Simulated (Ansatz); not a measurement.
White tin (β-Sn), treated with PBEsol in Ansatz (PAW).

Run with plane-wave cutoff 500 eV, 26×26×26 k mesh, Fermi–Dirac smearing 0.1 eV, scalar-relativistic PAW data made under PBE.

Computed at the level's own relaxed cell.

### Question
Give the computed volume per atom, equilibrium lattice constant a and c axis length.

### Answer

- volume per atom: 26.90 Å³/atom
- equilibrium lattice constant a: 5.841 Å
- c axis length: 3.155 Å

Measured, for comparison: lattice constant a 5.831 Å, lattice parameter c 3.181 Å (293 K, no zero-point or thermal correction; as tabulated in Wikipedia's data pages). Computed (rounded) less measured: lattice constant a +0.2 %, lattice parameter c -0.8 %. A static lattice is as a rule a little smaller and stiffer than an uncorrected measurement, which narrows the difference in the lattice parameter c and would widen misses of the other sign.

Spin–orbit coupling is not included.

The computed numbers hold no vibrational or temperature effects.

Ansatz is an electronic-structure program.
